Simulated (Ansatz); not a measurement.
For SnS (Pnma, No. 62), LDA (plane waves, PAW; Ansatz, a quantum-chemistry and plane-wave program) gives:

```
Quantity                 Value
---------------  -------------
volume per atom  22.70 Å³/atom
bulk modulus B0       43.1 GPa
cohesive energy   4.42 eV/atom
band gap               0.51 eV
```

What does PBE in Ansatz (plane waves, PAW) give for the same quantities?


- equilibrium volume per atom: 25.65 Å³/atom (rises by 13 %)
- bulk modulus: 21.8 GPa (decreases by 49 %)
- cohesive energy: 3.57 eV/atom (shrinks by 0.85 eV/atom)
- band gap: 0.93 eV (rises by 0.42 eV)

For comparison: band gap 1.08 eV (measured, temperature not stated, not corrected to a static lattice, compiled measured gap; kind and temperature not stated; as tabulated in Kothakonda et al. (2022), arXiv:2208.02841).

Changes are worked out from the printed values.

Unless a cell is named, each level is at its own relaxed cell (LDA 22.70, PBE 25.65 Å³/atom).

Levels without +SOC leave out spin–orbit coupling, which shifts energies and cells of such heavy elements.

Levels without +SOC have no spin–orbit coupling; where heavier elements are present it shifts gaps, mostly down, and can invert bands. Density-functional gaps are differences of (generalised) Kohn–Sham levels.

Caveats: LDA has no dispersion term either, though it tends to give short spacings of layers, chains or molecules (LDA); for a layered or molecular solid the relaxed cell lies over 5 % above the published volume, where the minimum can be shallow (PBE); the cell comes from a level without a dispersion term, which matters for the spacing of layers, chains or molecules (PBE); the relaxation could not lower the start's symmetry, so the cell can be a saddle point above a distorted one (LDA, PBE). Ansatz's density-functional and Hartree–Fock values are scalar-relativistic unless marked +SOC, with PAW data made under PBE.
